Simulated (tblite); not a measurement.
Compound: C3H4Cl (doublet state).
Atom-mapped SMILES: `[CH2:1]/[CH:2]=[CH:3]\[Cl:4]` (hydrogens: H5, H6 on C1; H7 on C2; H8 on C3)

Geometry (GFN2-xTB, Å), atoms numbered from 1 in this order:
```
atom  x, y, z in Å
C1    -1.232    0.161    0.015
C2    -0.056   -0.528    0.068
C3     1.212    0.010   -0.042
Cl4    1.490    1.673   -0.269
H5    -2.176   -0.341    0.109
H6    -1.247    1.227   -0.125
H7    -0.085   -1.601    0.211
H8     2.104   -0.590    0.008
```

Calculated harmonic vibrations of the isolated species, GFN2-xTB (tblite), most abundant isotopes, no scaling. Against measured fundamentals such values can be off by several per cent, at times by over 20. One conformer, not necessarily the lowest. Open shells enter through the occupations alone, without spin polarisation, and single modes of such species can be off by tens of per cent.

Harmonic wavenumbers (cm⁻¹): 214.4, 267.2, 532.1, 536.5, 617.0, 770.6, 783.4, 941.4, 997.7, 1142.0, 1257.7, 1309.8, 1406.2, 1493.1, 3055.1, 3101.4, 3124.7, 3163.5.

A = 16482, B = 3854, C = 3124 MHz; mass 75.000 u (most abundant isotopes); point group Cs, symmetry number 1; spin multiplicity 2.

Zero-point energy?

Half the sum of the wavenumbers: 12357 cm⁻¹ = 35.33 kcal/mol.

What is S at 298.15 K and 1 bar for an ideal gas of classical rigid rotors and harmonic oscillators?

Translation 38.89, rotation 24.90, vibration 6.00, spin (R ln 2) 1.38: S = 71.2 cal/(mol K).

And Cp and H(298.15 K) − H(0)?

Cp = 17.79 cal/(mol K), of which vibrations give 9.84 (their classical limit is 18 R = 35.8); H(298.15 K) − H(0) = 3.54 kcal/mol without the zero-point energy, 1.17 from vibrations.

Which modes carry the vibrational entropy at 298.15 K?

214.4 cm⁻¹: 2.01; 267.2 cm⁻¹: 1.61; 532.1 cm⁻¹: 0.58; 536.5 cm⁻¹: 0.57; 617.0 cm⁻¹: 0.42; 770.6 cm⁻¹: 0.23 cal/(mol K); the other 12 give 0.57 together.

What must be added to the electronic energy to get the Gibbs energy at 298.15 K and 1 bar?

ZPE + [H(298.15 K) − H(0)] − T·S = 35.33 + 3.54 − 21.22 = 17.65 kcal/mol.

How do the functions run with temperature in this model?

```
T (K)  S (cal/(mol K))  Cp (cal/(mol K))  H − H(0) (kcal/mol)  G − H(0) (kcal/mol)  ln q(vib)
  150             61.4              11.5                 1.37                -7.83       0.23
  250             68.2              15.7                 2.73               -14.32       0.74
  400             77.0              21.7                 5.56               -25.23       1.77
  600             86.9              27.4                10.51               -41.64       3.34
  900             99.1              32.5                19.56               -69.62       5.72
```

q(vib) and H(0) count from the zero-point level.

Hindered rotation and anharmonicity are outside this model. Other conformers, if any are populated, would add a mixing term that is left out.
